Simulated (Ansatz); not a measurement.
A nudged elastic band was laid between two geometries of BFH₂ (4 atoms, charge 0, multiplicity 1).

All numbers below come from Ansatz, RKS BLYP-D4/def2-SVP.

```json
{
 "movable images": "5",
 "climbing image": "yes",
 "spring": "5.0 eV/Å²",
 "optimiser": "quadratic models (default)",
 "start path": "through a guess of the saddle point",
 "force threshold": "0.05 eV/Å",
 "iteration limit": "60",
 "end points": "relaxed"
}
```

Initial state:

```xyz
4
Properties=species:S:1:pos:R:3
B 0.318 0.000 0.184
H 0.269 0.000 1.398
H 1.345 0.000 -0.465
F -0.833 0.000 -0.481
```

Final state:

```xyz
4
Properties=species:S:1:pos:R:3
B -0.678 0.000 -1.452
H 1.297 0.000 1.508
H 1.799 0.000 0.929
F -1.317 0.000 -0.349
```

(1) Which bonds break or form, and what moves?

(2) Give the energies along the band, and the barrier.

(3) What is the geometry of the highest image?

Answers

(1) Bonds broken: B1–H2, B1–H3. Bonds formed: H2–H3. BFH2 becomes BF + H2.

(2) The run converged. The highest image is number 2 of 0 to 6, 379.0 kJ/mol above the first end and 148.0 kJ/mol above the last; the last end lies 231.0 kJ/mol above the first. Neighbouring images differ by up to 2.5 eV, so the band resolves the path poorly. A vibrational analysis at the climbing image gives one clearly imaginary mode, 1460i cm⁻¹: a first-order saddle point. The orbitals stay closed-shell, which can raise the energy where a bond breaks towards radicals; this wasn't checked here.

```csv
image,path coordinate (Å),energy (kJ/mol),B1–H2 (Å),B1–H3 (Å),H2–H3 (Å)
0,0.00,0.0,1.21,1.21,2.15
1,0.55,137.2,1.28,1.17,1.60
2,1.10,379.0,1.70,1.23,1.19
3,1.59,282.4,2.12,1.65,0.83
4,2.08,240.8,2.69,2.21,0.77
5,2.57,231.9,3.23,2.75,0.77
6,3.06,231.0,3.56,3.44,0.77
```

(3) 
```xyz
4
Properties=species:S:1:pos:R:3
B 0.232 0.003 -0.427
H 0.654 0.001 1.224
H 1.282 -0.002 0.210
F -1.068 -0.002 -0.373
```

Run time: 26 s on 1 thread of Arm Neoverse V2, with other jobs on the host, peak memory 0.081 GiB.
